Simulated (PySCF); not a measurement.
Compound: CH₅AlS.
SMILES with atom numbers: `[CH3:1][S:2][AlH2:3]` (hydrogens: H4, H5, H6 on C1; H7, H8 on Al3)

Geometry (PBE0-D3(BJ)/def2-SVP, Å), atoms numbered from 1 in this order:
```xyz
8
CH5AlS angstrom
C     -1.3820   -0.0732    0.0733
S     -0.0155   -1.2557   -0.2044
Al     1.7574    0.0013   -0.1208
H     -1.0192    0.9553    0.2079
H     -2.0581   -0.1050   -0.7915
H     -1.9356   -0.3783    0.9716
H      3.1531   -0.7207   -0.3173
H      1.5549    1.5572    0.1289
```

Method: EOM-EE-CCSD/aug-cc-pVDZ in PySCF, restricted Hartree–Fock reference, 11 core orbitals frozen, non-relativistic, gas phase, PBE0-D3(BJ)/def2-SVP geometry.

Question: What does EOM-EE-CCSD give for the lowest vertical excitations?

Answer: 
```tsv
state	E (eV)	Eh	main singles (HF orbitals, share of the singles part)
singlet 1	5.34	0.1962	HOMO→LUMO 53 %, HOMO→LUMO+7 27 %, HOMO→LUMO+5 14 %
singlet 2	5.80	0.2130	HOMO-1→LUMO 48 %, HOMO-1→LUMO+7 30 %, HOMO-1→LUMO+5 15 %
singlet 3	6.01	0.2209	HOMO→LUMO+3 35 %, HOMO→LUMO+11 19 %, HOMO→LUMO+2 10 %
singlet 4	6.17	0.2267	HOMO-2→LUMO 39 %, HOMO-2→LUMO+7 26 %, HOMO-2→LUMO+5 15 %
triplet 1	4.62	0.1696	HOMO→LUMO 47 %, HOMO→LUMO+7 30 %, HOMO→LUMO+5 15 %
triplet 2	5.49	0.2019	HOMO-1→LUMO 36 %, HOMO-1→LUMO+7 25 %, HOMO-1→LUMO+5 13 %
```

Question: What is the vertical gap between the lowest excited singlet and the lowest triplet?

Answer: 5.34 − 4.62 = 0.72 eV (69 kJ/mol).

The first EOM-IP-CCSD ionisation energy is 9.30 eV, 3.13 eV above the highest singlet listed and 3.96 eV above the lowest.

T1 diagnostic 0.012. EOM-CCSD puts states of mainly double-excitation character too high. An iterative search for so few roots can pass over a low state.

One conformer stands for the species.
